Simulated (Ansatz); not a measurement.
Relaxation of AlClH$_{2}$ (4 atoms, charge 0, multiplicity 1), to a largest force component of 0.02 eV/Å in at most 40 steps.

The calculation used RKS PBE-D4/def2-TZVP (Ansatz).

```xyz
4
Properties=species:S:1:pos:R:3
Al 0.000 0.000 0.000
Cl 0.000 0.000 2.230
H 1.351 0.000 -0.780
H -1.351 0.000 -0.780
```

Task: Where does it end, and by what steps?

Result: The run converged. After 3 steps the energy has fallen by 0.116 eV; Cl2 moved furthest, 0.11 Å.

```
step  energy less start (eV)  largest force component (eV/Å)  accepted
   0                  0.0000                           1.448       yes
   1                 -0.1072                           0.533       yes
   2                 -0.1161                           0.027       yes
   3                 -0.1162                           0.003       yes
```

```xyz
4
Properties=species:S:1:pos:R:3
Al 0.000 0.000 0.005
Cl 0.000 0.000 2.116
H 1.407 0.000 -0.725
H -1.407 0.000 -0.725
```

Whether the end is a true minimum wasn't checked by a vibrational analysis.

Time of the run: 6 s on 2 threads of Arm Neoverse N1, on a shared host, peak memory 0.12 GiB.
